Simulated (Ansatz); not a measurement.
## AlH3 (SMILES [H][Al]([H])[H]): methods side by side

The species is AlH3 (4 atoms), meant as a singlet with charge 0. SMILES: `[H][Al]([H])[H]`. Geometry: a GFN2-xTB relaxation, a rough one for these elements and not checked as a minimum.

Quantity: the vertical electron affinity (to the doublet anion), in eV. The values are calculated.

The electron affinity is E(neutral) − E(anion): positive where the electron is bound.

| level | kind | program | value (eV) | less FCI/6-31G* | CPU time (all runs) |
| --- | --- | --- | --- | --- | --- |
| HF/6-31G* (spherical functions) | Hartree–Fock | Ansatz | -0.68 | -0.28 | 0.27 s |
| SVWN5/6-31G* (spherical functions) | LDA | Ansatz | 0.12 | +0.52 | 1.2 s |
| PBE/6-31G* (spherical functions) | GGA | Ansatz | 0.07 | +0.47 | 1.9 s |
| revPBE/6-31G* (spherical functions) | GGA | Ansatz | 0.03 | +0.43 | 1.9 s |
| B3LYP/6-31G* (spherical functions) | global hybrid | Ansatz | -0.06 | +0.34 | 2.3 s |
| CAM-B3LYP/6-31G* (spherical functions) | range-separated hybrid | Ansatz | -0.12 | +0.28 | 2.6 s |
| B2PLYP/6-31G* (spherical functions) | double hybrid | Ansatz | -0.28 | +0.12 | 2.8 s |
| CCSDT/6-31G* (spherical functions) | coupled cluster or CI | Ansatz | -0.40 | 0.00 | 1 s |
| FCI/3-21G | exact in the basis | Ansatz | -0.48 | -0.08 | 1.9 s |
| FCI/6-31G* (spherical functions) | exact in the basis | Ansatz | -0.40 | 0.00 | 22 s |

FCI/6-31G* (spherical functions) is exact within its basis and frozen core, so for wave-function methods in that basis the difference is their error; functionals converge differently with the basis, so for them it is only a difference. The values span -0.68 to 0.12 eV. High-level rows in very small sets aren't better than simpler rows in larger ones. Negative values mean that the anion is unbound at that level; they are set by how diffuse the basis is and aren't properties of the molecule. Times are those of the runs behind each value, whatever else they computed, on shared processors of several kinds: orders of magnitude only.
